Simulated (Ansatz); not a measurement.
**Basis-set limit of TaNH$_{2}$, septet**

```xyz
4

Ta    0.0000    0.0000    0.1650
N     0.0000    0.0000   -1.7905
H     0.0000    0.8298   -2.3730
H     0.0000   -0.8298   -2.3730
```

Connectivity, by distances: Ta–NH2.

Ansatz 0.2.0, UHF determinant, valence electrons correlated, core potentials past Kr. Energies in eV.

```
       set  X  functions  Hartree–Fock  MP2 correlation  CCSD(T) correlation                                                                                                  time
def2-TZVPP  3        115    -3043.2938          -6.8537              -7.7832  56 s on 1 × NVIDIA H100 80GB HBM3 with 1 thread of AMD EPYC 7R13 Processor (Zen 3), on a shared host
def2-QZVPP  4        198    -3043.4237          -7.3303              -8.2391  94 s on 1 × NVIDIA H100 80GB HBM3 with 1 thread of AMD EPYC 7R13 Processor (Zen 3), on a shared host
```

Hartree–Fock is taken to follow E(X) = E∞ + A·exp(−7.88·√X), correlation E(X) = E∞ + B·X^−2.97.

Cautions: no spin-orbit coupling; outer-core shells of the metal frozen; another spin lies lower.

Question: Work out the CCSD(T) energy at the limit, and how far the shortcut misses it that extrapolates MP2 and adds CCSD(T) minus MP2 from the smaller set.

Answer: Hartree–Fock: E∞ = E4 + 0.1377·(E4 − E3) = -3043.4416. Correlation: E∞ = E4 + 0.7407·(E4 − E3) = -8.5769 for CCSD(T) and -7.6833 for MP2. The limit is -3052.0185 eV, 0.356 eV below def2-QZVPP. The shortcut gives a correlation energy of -7.6833 + (-0.9294) = -8.6127, 36 meV lower than the direct value.

The exponents were fitted on light atoms, and def2 sets of heavy atoms don't grow evenly, so the limit is rough here.
